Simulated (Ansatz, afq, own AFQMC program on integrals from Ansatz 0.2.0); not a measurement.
**Where AFQMC and coupled cluster stand for CH2⁺, doublet**

```tsv
atom	x (Å)	y (Å)	z (Å)
C	0.0000	0.0000	0.0000
H	0.0000	0.0000	-1.4489
H	0.0000	0.0000	1.4489
```

Basis cc-pVDZ. Only valence electrons are correlated. Integrals, coupled cluster, full CI and functionals: Ansatz 0.2.0; the random walks run on the same integrals in our own AFQMC program. ph-AFQMC/CISD is guided by a CISD state made of CCSD amplitudes; releasing the constraint for a short imaginary time cuts its bias at the price of noise, slowly where states lie close. Uncertainties: one standard error, sampling alone.

Determinant: UHF, the one that the program's search chose, which needn't be the lowest solution. The geometry is a point of a scan.

Full CI on the same integrals is exact in this basis and with this determinant's frozen core.

The T1 diagnostic is 0.0187 and the weight of the determinant in the CISD state is 0.928. The ⟨S²⟩ of the determinant is 0.783 and the size of the correlated space is 5 electrons in 23 orbitals.

```csv
level,correlation energy (eV)
MP2,-2.2895
CCSD,-3.0307
CCSD(T),-3.0901
```

(1) Estimate where phaseless AFQMC with a CISD trial lies against CCSD(T) on the same integrals.

(1) 1.4 ± 0.1 kJ/mol below CCSD(T).

Reference: full CI, correlation energy -3.112 eV. The released energy is read at 2.40 1/Eh (meV from the phaseless value at times in 1/Eh: -1.3 ± 1.3 at 0.24, -3.8 ± 1.3 at 0.51, -7.6 ± 1.3 at 0.99, -5.8 ± 1.1 at 1.62, -8.0 ± 1.7 at 2.40).

```json
{"level": "CCSD(T)", "E − E(reference) (kJ/mol)": "2.1", "share of correlation (%)": "99.29"}
{"level": "CCSDT", "E − E(reference) (kJ/mol)": "0.3", "share of correlation (%)": "99.90"}
{"level": "CCSDT(Q)", "E − E(reference) (kJ/mol)": "0.1", "share of correlation (%)": "99.98"}
{"level": "CCSDTQ", "E − E(reference) (kJ/mol)": "0.0", "share of correlation (%)": "100.00"}
{"level": "ph-AFQMC/CISD", "E − E(reference) (kJ/mol)": "0.7 ± 0.1", "share of correlation (%)": "99.75"}
{"level": "released AFQMC", "E − E(reference) (kJ/mol)": "0.0 ± 0.2", "share of correlation (%)": "100.01"}
```

CCSDT and higher add their correlation energy to the determinant of the CCSD(T) run, since their own runs factorise the integrals more tightly (a shift of under 2 meV). A walk keeps the symmetry of its determinant, which the program's search chose and which needn't be the lowest solution, so a lower state of the same spin and another symmetry isn't excluded. Released energies are given only where the last usable release times agree within the noise; a slower fall can still hide under it.
